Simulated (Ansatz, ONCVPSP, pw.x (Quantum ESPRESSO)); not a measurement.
## pw.x on bcc Mo: one setting changed

Potential: optimised norm-conserving Vanderbilt (ONCV), ONCVPSP 4.0.1.1 (patched build), PBE; core [Ar] 3d10, reference 4s2 4p6 4d3; waves: 4s: rc 1.65 bohr, ncon 4, nbas 9, qcut 8.7 1/bohr, 2 projectors, debl 2.7 Ha; 4p: rc 1.95 bohr, ncon 4, nbas 8, qcut 7.8 1/bohr, 2 projectors, debl 3.8 Ha; 4d: rc 1.95 bohr, ncon 4, nbas 7, qcut 7 1/bohr, 2 projectors, debl 3.4 Ha; local part: polynomial inside 1.40 bohr (lpopt 3, dvloc0 0 Ha); core correction: none. In the s channel the program set the typed energies aside and used -3.539, 0.050 Ha. In the p channel the program set the typed energies aside and used -2.573, 0.050 Ha.

The reference run (k-mesh 15³, cutoffs 65/260 Ry, Fermi–Dirac 0.01 Ry, mixing_beta 0.4, conv_thr 1e-9, no spin) gives 0.42 GPa at 15.802 Å³/atom, where all-electron LAPW gives -0.00 GPa. This run, with its own iteration cap, changes k-mesh points per axis to 4.

```
&control
  calculation='scf', prefix='x', pseudo_dir='./', outdir='./tmp', tstress=.true., disk_io='none'
/
&system
  ibrav=0, nat=1, ntyp=1, ecutwfc=65, ecutrho=260, nbnd=15,
  occupations='smearing', smearing='fd', degauss=0.01
/
&electrons
  conv_thr=1e-09, mixing_beta=0.4, electron_maxstep=70
/
ATOMIC_SPECIES
Mo 1.0 Mo.UPF
CELL_PARAMETERS angstrom
  -1.58082582 1.58082582 1.58082582
  1.58082582 -1.58082582 1.58082582
  1.58082582 1.58082582 -1.58082582
ATOMIC_POSITIONS crystal
Mo 0.0000 0.0000 0.0000
K_POINTS automatic
4 4 4 0 0 0
```

```bash
pw.x < Mo.scf.in > Mo.scf.out
```

Q: How does the run end?

A: It converges in 10 iterations; the free energy moves by +50.0 meV/atom and the pressure by +0.40 GPa.

```
Message from routine setup:
     using ibrav=0 with symmetry is DISCOURAGED, use correct ibrav instead
     lattice parameter (alat)  =       5.1742  a.u.
     unit-cell volume          =     106.6372 (a.u.)^3
     number of electrons       =        14.00
     number of Kohn-Sham states=           15
     kinetic-energy cutoff     =      65.0000  Ry
     charge density cutoff     =     260.0000  Ry
     scf convergence threshold =      1.0E-09
     Exchange-correlation= PBE
     number of k points=     8  Fermi-Dirac smearing, width (Ry)=  0.0100
     iteration #  1     ecut=    65.00 Ry     beta= 0.40
     total energy              =    -136.86799282 Ry
     estimated scf accuracy    <       6.17106156 Ry
     iteration #  2     ecut=    65.00 Ry     beta= 0.40
     total energy              =    -136.94449871 Ry
     estimated scf accuracy    <       0.66187691 Ry
     iteration #  3     ecut=    65.00 Ry     beta= 0.40
     total energy              =    -137.10795947 Ry
     estimated scf accuracy    <       0.01140774 Ry
     [... 4 iterations left out ...]
     iteration #  8     ecut=    65.00 Ry     beta= 0.40
     total energy              =    -137.11172168 Ry
     estimated scf accuracy    <          4.0E-09 Ry
     iteration #  9     ecut=    65.00 Ry     beta= 0.40
     total energy              =    -137.11172168 Ry
     estimated scf accuracy    <          1.2E-09 Ry
     iteration # 10     ecut=    65.00 Ry     beta= 0.40
     the Fermi energy is    20.8992 ev
!    total energy              =    -137.11172168 Ry
     estimated scf accuracy    <          6.9E-11 Ry
     smearing contrib. (-TS)   =      -0.00132260 Ry
     The total energy is F=E-TS. E is the sum of the following terms:
     one-electron contribution =     -20.37615083 Ry
     hartree contribution      =      18.41328551 Ry
     xc contribution           =     -15.76161566 Ry
     ewald contribution        =    -119.38591809 Ry
     convergence has been achieved in  10 iterations
          total   stress  (Ry/bohr**3)                   (kbar)     P=        8.19
     Message from routine punch:
     Nothing written, as per user request (disk_io='none')
```

The run took about 3.7 s on one core of a shared host (Neoverse-N1, 64 threads, 124 GiB, load 58).
